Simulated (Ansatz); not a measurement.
Harmonic frequencies (cm⁻¹) at PBE0-D4/def2-TZVP from Ansatz: 284, 284, 400, 524, 524, 716, 716, 731, 865, 922, 922, 931, 947, 947, 959, 1039, 1082, 1082, 1268, 1312, 1404, 1404, 1498, 1498, 2617, 2617, 2626, 3660, 3661, 3661.

Problem. Which molecule is it?
A. `B1NBNBN1`
B. P₄
C. `OO`
D. `O=[Si]=O`

Solution. A.
